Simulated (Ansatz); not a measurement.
Ansatz (a quantum-chemistry and plane-wave program) input:
A basis named .json is the Basis Set Exchange file of that set.

Ansatz 0.2 input:
```yaml
crystal:
  periodic: [false, false, false]
  atoms:
    - {symbol: C, position_ang: [-1.15560758, -0.01939183, -0.01978464]}
    - {symbol: C, position_ang: [0.24087785, -0.01165574, -0.00989118]}
    - {symbol: N, position_ang: [1.44282811, 0.00934582, 0.01142976]}
    - {symbol: H, position_ang: [-1.58379932, -0.76761383, -0.68871887]}
    - {symbol: H, position_ang: [-1.51517606, -0.12623595, 1.03235025]}
    - {symbol: H, position_ang: [-1.51244297, 1.01471445, -0.24558477]}
basis:
  gaussian:
    orbitals: aug-cc-pVQZ
    fitting: {mean_field: def2-universal-jkfit, correlation: aug-cc-pVQZ-RIFIT.json}
total_charge: 1
magnetization: {spin_polarized: true, initial_magnetization: 1}
correlation: {method: mp2, electrons: outside_noble_gas}
```

Problem. Which total energy does the run end on?

Solution. -132.06619 Eh (RI-MP2/aug-cc-pVQZ). The basis has 378 functions.
